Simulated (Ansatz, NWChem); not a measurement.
# Heat of formation of H2 (hydrogen) from total energies

H2 has 2 atoms, charge 0, and is taken as a singlet. SMILES: `[H][H]`. The coordinates come from a PBE0-D4/def2-TZVP relaxation.

```
atom    x (Å)    y (Å)    z (Å)
   H   0.3193  -0.0992   0.1655
   H  -0.3193   0.0992  -0.1655
```

Total energies at MP3/aug-cc-pVTZ (NWChem 7.3.0); the atoms run unrestricted:

| species | state | energy (Eh) |
| --- | --- | --- |
| H2 | singlet | -1.170540 |
| H | doublet | -0.499821 |

Harmonic wavenumbers at PBE0-D4/def2-TZVP, in cm⁻¹: 4415.

Measured heats of formation of the gaseous atoms at 298.15 K, in kJ/mol: H 218.0. Take 1 Eh = 2625.50 kJ/mol, 1 cm⁻¹ = 0.0119627 kJ/mol, RT = 2.479 kJ/mol.

Task: What heat of formation follows?

Result: 
1. Electronic atomisation energy: 2 × (-0.499821) − (-1.170540) = 0.170898 Eh = 448.7 kJ/mol.
2. Zero-point energy: half the sum of the wavenumbers, 2207.5 cm⁻¹ = 26.4 kJ/mol.
3. Thermal vibrational enthalpy, Σ hcν̃/(exp(hcν̃/kT) − 1): 0.0 kJ/mol. Translation, rotation and pV of a linear molecule: 3.5 RT = 8.7 kJ/mol.
4. The 2 free atoms carry 5/2 RT each: 12.4 kJ/mol.
5. Atomisation enthalpy at 298 K: 448.7 − 26.4 − 0.0 − 8.7 + 12.4 = 426.0 kJ/mol.
6. Sum of the atoms' heats of formation: 436.0 kJ/mol. Heat of formation: 436.0 − 426.0 = +10.0 kJ/mol.

No measured value is set beside it here. Anharmonicity and any spin-orbit splitting of the molecule are left out.
